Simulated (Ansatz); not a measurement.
# NH₄ (doublet): the correlation ladder at distance N1–H4 along a hydrogen transfer = 1.085 Å, cc-pVDZ

How much of the correlation energy of NH₄ (doublet) does each wave-function method recover here?

The runs use Ansatz 0.2.0, Gaussian basis; cc-pVDZ, core rule «outside noble gas», up to 1 orbitals frozen.

Plan: UHF; CCSD(T) on ROHF; CCSD(T) on UHF; BCCD(T) on ROHF; CISD; CCSDT(Q) on ROHF; CCSDT(Q) on UHF; CCSDTQ on ROHF; CASSCF and MRCISD+Q, 3 electrons in 3 orbitals; CASSCF and NEVPT2, 3 electrons in 3 orbitals; CASSCF and MRCISD+Q, 9 electrons in 8 orbitals; CASSCF and NEVPT2, 9 electrons in 8 orbitals.

## Step 1: The geometry

The geometry derives from fragments relaxed apart (PBE0/def2-TZVP) and kept rigid, so it is no stationary point. A hydrogen atom is moved between rigid fragments.

5 atoms, charge 0, spin multiplicity 2.

Atoms are counted from 1 here; the program's logs count them from 0.

Bond lengths: N1–H2 1.012 Å, N1–H3 1.012 Å, N1–H4 1.085 Å. Angles: H2–N1–H3 107.1°, H2–N1–H4 107.1°, H3–N1–H4 107.1°.

Coordinates:

```xyz
5

N    -0.1539   -0.0316   -0.0492
H    -0.4512    0.9362   -0.0492
H    -0.4512   -0.4339    0.8311
H     0.9311   -0.0316   -0.0492
H     2.1101   -0.0316   -0.0492
```

## Step 2: UHF

Input file in.yaml:

```yaml
crystal:
  periodic: [false, false, false]
  atoms:
    - {symbol: N, position_ang: [-0.153911, -0.031601, -0.049186]}
    - {symbol: H, position_ang: [-0.451190, 0.936233, -0.049186]}
    - {symbol: H, position_ang: [-0.451190, -0.433900, 0.831073]}
    - {symbol: H, position_ang: [0.931089, -0.031600, -0.049187]}
    - {symbol: H, position_ang: [2.110089, -0.031600, -0.049187]}
basis:
  gaussian: {orbitals: cc-pVDZ}
magnetization: {spin_polarized: true, initial_magnetization: 1}
hamiltonian: {xc: hf}
output: {orbitals: {seedname: orbitals}}
```

Started as:

```sh
> ansatz run in.yaml --threads 1 --pin off --events-out ev --progress --plain --max-ram 4096MiB --backend cpu
```

The runs that follow: CCSD(T) on ROHF; CCSD(T) on UHF; BCCD(T) on ROHF; CISD; CCSDT(Q) on ROHF; CCSDT(Q) on UHF; CCSDTQ on ROHF; CASSCF and MRCISD+Q, 3 electrons in 3 orbitals; CASSCF and NEVPT2, 3 electrons in 3 orbitals; CASSCF and MRCISD+Q, 9 electrons in 8 orbitals; CASSCF and NEVPT2, 9 electrons in 8 orbitals.

**Question.** What will the summary of the whole plan be? Wanted: RCCSDTQ below the RHF energy; RMP2 from RCCSDTQ; UMP2 from RCCSDTQ; RCCSD from RCCSDTQ; RCCSD(T) from RCCSDTQ; UCCSD(T) from RCCSDTQ; RCCSDT(Q) from RCCSDTQ; UCCSDT(Q) from RCCSDTQ; NEVPT2 pair from RCCSDTQ.

The runs gave:

| quantity | value |
| --- | --- |
| RCCSDTQ below the RHF energy | -5.9710 eV |
| RMP2 from RCCSDTQ | +644.0 meV |
| UMP2 from RCCSDTQ | +640.3 meV |
| RCCSD from RCCSDTQ | +143.2 meV |
| RCCSD(T) from RCCSDTQ | +20.6 meV |
| UCCSD(T) from RCCSDTQ | +20.1 meV |
| RCCSDT(Q) from RCCSDTQ | -0.6 meV |
| UCCSDT(Q) from RCCSDTQ | -0.7 meV |
| NEVPT2 pair from RCCSDTQ | +618.2 meV |
| MRCISD+Q pair from RCCSDTQ | +51.1 meV |
| NEVPT2 valence from RCCSDTQ | +760.0 meV |
| levels within 1 kcal/mol (43 meV) | RCCSD(T), UCCSD(T), BCCD(T), RCCSDT, UCCSDT, RCCSDT(Q), UCCSDT(Q), MRCISD+Q valence |
| T1 diagnostic | 0.024 |
| effectively unpaired electrons | 1.01 |

RCCSD(T) misses by +20.6 meV, 0.3 % of the correlation energy. One determinant dominates. Of the multireference levels listed MRCISD+Q valence comes nearest in total energy (+7.0 meV), which doesn't show that its space is the better one. These misses are within one basis, not against nature; the frozen cores of restricted and unrestricted runs differ, which can shift their rows.
